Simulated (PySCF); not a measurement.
Mass spectrum arithmetic for Mg(OH)2

Species: Mg(OH)2 (`[OH][Mg][OH]`).

Calculated for natural abundance.

**Question.** Molar mass and exact mass?

**Answer.** For H2MgO2, with standard atomic weights, 1 × 24.305 + 2 × 15.999 + 2 × 1.008 = 58.319 g/mol. From the most abundant isotopes (24Mg, 16O, 1H), 1 × 23.985042 + 2 × 15.994915 + 2 × 1.007825 = 57.9905 u.

**Question.** Give the isotope pattern of the molecular ion M+•, merging species of the same nominal mass.

**Answer.** 
```json
{"nominal mass": "58", "m/z (centroid)": "57.9900", "relative intensity": "100.0"}
{"nominal mass": "59", "m/z (centroid)": "58.9908", "relative intensity": "12.8"}
{"nominal mass": "60", "m/z (centroid)": "59.9877", "relative intensity": "14.4"}
```

Cut off at 0.1 %. One electron mass, 0.00055 u, is taken off. Abundances used (%; other tables differ somewhat): 24Mg 78.99, 25Mg 10, 26Mg 11.01; 16O 99.757, 17O 0.038, 18O 0.205; 1H 99.9885, 2H 0.0115.

**Question.** What resolving power m/Δm just matches the spacing of the species with one 26Mg and with one 18O?

**Answer.** They lie 0.00670 u apart at mass 59.99, so m/Δm is about 9000.

**Question.** Which m/z would the protonated, sodiated and deprotonated molecule have?

**Answer.** [M+H]+ 58.9978, [M+Na]+ 80.9797, [M−H]− 56.9832, for the monoisotopic species (arithmetic only; whether such ions form is another matter).

**Question.** What share of all molecules is the monoisotopic species?

**Answer.** 0.7899 × 0.99757^2 × 0.999885^2 = 78.59 %.

**Question.** Which singly substituted isotopologues are there?

**Answer.** Intensity in % of the monoisotopic species:

| isotope | mass shift (u) | m/z | intensity (%) |
| --- | --- | --- | --- |
| 25Mg | +1.00080 | 58.9908 | 12.66 |
| 17O | +1.00422 | 58.9942 | 0.08 |
| 2H | +1.00628 | 58.9962 | 0.02 |
| 26Mg | +1.99755 | 59.9875 | 13.94 |
| 18O | +2.00425 | 59.9942 | 0.41 |

Species under 0.02 % are left out.
